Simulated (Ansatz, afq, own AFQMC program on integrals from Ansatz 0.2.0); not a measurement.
Two steps: Ansatz 0.2.0 writes the Fock matrix and Cholesky factors of the valence space, and afq projects on them the lowest state that overlaps trial and start.

```yaml
crystal:
  periodic: [false, false, false]
  atoms:
    - {symbol: N, position_ang: [-1.279892, 0.365343, 0.209595]}
    - {symbol: Cu, position_ang: [0.548037, -0.000303, -0.263132]}
    - {symbol: H, position_ang: [-2.095419, -0.100172, -0.200685]}
    - {symbol: H, position_ang: [0.066185, 1.200813, -1.394323]}
    - {symbol: H, position_ang: [-1.587911, 1.156328, 0.783685]}
basis:
  gaussian: {orbitals: def2-TZVP}
magnetization: {spin_polarized: true, initial_magnetization: 3}
correlation: {method: ccsd_t, electrons: outside_noble_gas, hamiltonian_folder: ham}
```

```sh
$ ansatz run in.yaml --threads 1 --pin off --events-out ev --progress --plain --max-ram 24576MiB --backend cuda --devices 0, --max-vram 18GiB
```

afq runs on the folder ham with

```
--method phaseless --trial cisd --walkers 2500 --populations 20 --least-time 60 --time-step 0.005 --steps-per-block 50 --equilibration-blocks 40 --max-blocks 4000 --target-error 0.00026 --factor-cut 1e-05 --start spin_pure --seed 131 --release-times 0.24,0.51,0.99,1.5 --release-step 0.03 --release-every 4 --taylor-order 6
```

Times are imaginary, in 1/Eh. The walk had a cap of 371 s. With eight or more populations the least sampling time is a fifth of least-time, and the error comes from their spread.

Log:

```
orbitals 84  electrons 11 8  factors 686 of 818
reference energy -1695.04048148 Eh
CCSD correlation -0.54537230 Eh in 30 cycles, weight of the determinant in the CISD state 0.7239
energy of the start -1695.584816 Eh
 block  time / (1/Eh)  mean weight  energy / Eh
     1     0.250  1.0000  -1695.580164
     2     0.500  1.0003  -1695.587093
     3     0.750  0.9996  -1695.591283
     4     1.000  1.0006  -1695.592782
     5     1.250  0.9998  -1695.596752
     8     2.000  0.9997  -1695.598446
    13     3.250  0.9999  -1695.600557
    31     7.750  0.9994  -1695.602273
    49    12.250  1.0003  -1695.599835
    67    16.750  1.0002  -1695.603785
    85    21.250  1.0005  -1695.604160
   103    25.750  1.0002  -1695.605888
   121    30.250  1.0007  -1695.602339
   139    34.750  1.0005  -1695.603128
   157    39.250  1.0000  -1695.605074
   169    42.250  0.9998  -1695.612581
   175    43.750  0.9995  -1695.603396
   193    48.250  0.9991  -1695.604967
   199    49.750  0.9988  -1695.597633
   211    52.750  0.9998  -1695.601548
   229    57.250  1.0007  -1695.602016
   247    61.750  0.9999  -1695.605868
error from the spread of 20 populations
released: time / (1/Eh)  energy / Eh  error  mean overlap
  0.24  -1695.604941  0.000325  0.9946
  0.51  -1695.607026  0.001377  0.9896
  0.99  -1695.606663  0.000472  0.9826
  1.50  -1695.606625  0.001060  0.9769
energy -1695.603712 +/- 0.000290 Eh
(rows thinned)
```

The run passed its tests (sampling time, drift between the halves within three errors, error under three times the target), which doesn't prove that it has relaxed, ending at its cap on processor time.

Against this walk (error 7.9 meV) on the same determinant: CCSD(T) 37.1 meV higher. The error is statistical and leaves out the bias of the constraint. None of these is a sure reference here. Released to 0.99 1/Eh the energy lies 80 ± 15 meV (both errors) below the phaseless value, which shows part or all of the bias of the constraint, and CCSD(T) lies 117.4 meV above the released value.

Cautions: constraint bias not in the error; error above the target (7.9 against 7.1 meV); no relativity below Rb; outer-core shells of the metal frozen; higher spins were not checked; the shape changed its bonds on relaxing; strong correlation (T1 0.069, weight of the determinant 0.72, largest double 0.04).

The walk took 6.2 min on 1 × NVIDIA H100 80GB HBM3 with 2 threads of AMD EPYC 7R13 Processor (Zen 3), with other jobs on the host (the card was shared). The log's last line is the phaseless energy.
